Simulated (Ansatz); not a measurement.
**C3H6N2S: up Jacob's ladder to CCSD(T)**

An exercise on one series of results from a longer session: the logs are not shown, and one member is left open.

Method: functionals in def2-TZVPP, the program's frozen cores in correlated methods; program: Ansatz 0.2.0, Gaussian basis.

The runs, in order: LDA (SPW92), PBE-D4, revPBE-D4, BLYP-D4, r2SCAN-D4, B97M-V, PBE0-D4, B3LYP-D4, r2SCANh-D4, r2SCAN0-D4, HSE06-D4, BHLYP-D4, CAM-B3LYP-D4, LC-ωPBE, ωB97X-V, ωB97M-V, B2PLYP, PBE-QIDH; CCSD(T)/def2-SVP; CCSD(T)/def2-TZVPP; MP2/def2-QZVPP; extrapolation to the limit; RPA on PBE.

### The relaxed structure

An earlier PBE0-D4 in a triple-zeta def2 set relaxation fixed the geometry.

SMILES `C1=NCNCS1`, 12 atoms, charge 0, spin multiplicity 1.

Atoms are counted from 1 here; the program's logs count them from 0.

Bond lengths: C1–N2 1.261 Å, C1–S6 1.759 Å, C1–H7 1.091 Å, N2–C3 1.447 Å, C3–N4 1.444 Å, C3–H8 1.097 Å, C3–H9 1.092 Å, N4–C5 1.425 Å, N4–H10 1.012 Å, C5–S6 1.842 Å, C5–H11 1.091 Å, C5–H12 1.090 Å. Angles: N2–C1–S6 130.0°, N2–C1–H7 118.7°, S6–C1–H7 111.4°, C1–N2–C3 121.1°, N2–C3–N4 118.1°, N2–C3–H8 107.6°, N2–C3–H9 107.3°, N4–C3–H8 109.0°, N4–C3–H9 107.8°, H8–C3–H9 106.6°, C3–N4–C5 113.5°, C3–N4–H10 110.6°, C5–N4–H10 110.8°, N4–C5–S6 113.6°, N4–C5–H11 109.6°, N4–C5–H12 111.0°, S6–C5–H11 107.6°, S6–C5–H12 106.1° and more.

Geometry (Å):

```mol
C3H6N2S
  3D, bonds by distance, orders not assigned

 12 12  0  0  0  0  0  0  0  0999 V2000
   -0.5740    1.4064    0.7534 C   0  0
    0.1685    0.6454    1.4315 N   0  0
    0.7013   -0.5763    0.8678 C   0  0
    0.7494   -0.6963   -0.5706 N   0  0
   -0.5050   -0.4599   -1.2030 C   0  0
   -1.1865    1.2213   -0.8847 S   0  0
   -0.9200    2.3373    1.2043 H   0  0
    0.1184   -1.4110    1.2758 H   0  0
    1.7190   -0.6927    1.2466 H   0  0
    1.4647   -0.0916   -0.9544 H   0  0
   -1.2377   -1.1859   -0.8469 H   0  0
   -0.4211   -0.5518   -2.2856 H   0  0
  1  2  8  0
  2  3  8  0
  3  4  8  0
  4  5  8  0
  5  6  8  0
  1  7  8  0
  3  8  8  0
  3  9  8  0
  4 10  8  0
  5 11  8  0
  5 12  8  0
  1  6  8  0
M  END
```

Set-up of the first run:

in.yaml reads:

```yaml
crystal:
  periodic: [false, false, false]
  atoms:
    - {symbol: C, position_ang: [-0.573954, 1.406365, 0.753378]}
    - {symbol: N, position_ang: [0.168490, 0.645396, 1.431489]}
    - {symbol: C, position_ang: [0.701292, -0.576276, 0.867782]}
    - {symbol: N, position_ang: [0.749440, -0.696323, -0.570616]}
    - {symbol: C, position_ang: [-0.505043, -0.459878, -1.202987]}
    - {symbol: S, position_ang: [-1.186521, 1.221320, -0.884696]}
    - {symbol: H, position_ang: [-0.920033, 2.337274, 1.204327]}
    - {symbol: H, position_ang: [0.118352, -1.410959, 1.275757]}
    - {symbol: H, position_ang: [1.719032, -0.692702, 1.246607]}
    - {symbol: H, position_ang: [1.464668, -0.091624, -0.954422]}
    - {symbol: H, position_ang: [-1.237700, -1.185868, -0.846920]}
    - {symbol: H, position_ang: [-0.421125, -0.551825, -2.285599]}
basis:
  gaussian: {orbitals: def2-TZVPP}
hamiltonian: {xc: lda}
output: {orbitals: {seedname: orbitals}}
```

Among the steps run: LDA; PBE-D4 (GGA); revPBE-D4 (GGA); BLYP-D4 (GGA); r2SCAN-D4 (meta-GGA); B97M-V (meta-GGA); PBE0-D4 (hybrid); B3LYP-D4 (hybrid); r2SCANh-D4 (hybrid); r2SCAN0-D4 (hybrid); HSE06-D4 (hybrid); BHLYP-D4 (hybrid); CAM-B3LYP-D4 (range-separated); LC-ωPBE (range-separated); ωB97X-V (range-separated); ωB97M-V (range-separated); B2PLYP (double hybrid); PBE-QIDH (double hybrid).

One table of the session follows, with a row left open; its other results are not shown here.

It belongs to the step «Frontier levels by functional». 

| functional | HOMO (eV) | gap (eV) |
| --- | --- | --- |
| LDA (SPW92) | ? | ? |
| PBE-D4 | -5.32 | 4.07 |
| revPBE-D4 | -5.26 | 4.11 |
| BLYP-D4 | -5.20 | 4.08 |
| r2SCAN-D4 | -5.57 | 4.52 |
| B97M-V | -5.68 | 4.69 |
| PBE0-D4 | -6.59 | 6.33 |
| B3LYP-D4 | -6.38 | 5.88 |
| r2SCANh-D4 | -6.05 | 5.36 |
| r2SCAN0-D4 | -6.76 | 6.62 |
| HSE06-D4 | -6.20 | 5.55 |
| BHLYP-D4 | -7.74 | 8.56 |
| CAM-B3LYP-D4 | -7.93 | 8.78 |
| LC-ωPBE | -9.25 | 11.27 |
| ωB97X-V | -8.91 | 10.85 |
| ωB97M-V | -8.79 | 10.58 |

**Question.** Estimate the row for LDA (SPW92).

As computed: HOMO (eV): -5.45; gap (eV): 3.97. In the column «HOMO (eV)» it lies between r2SCAN-D4 (-5.57) and PBE-D4 (-5.32).
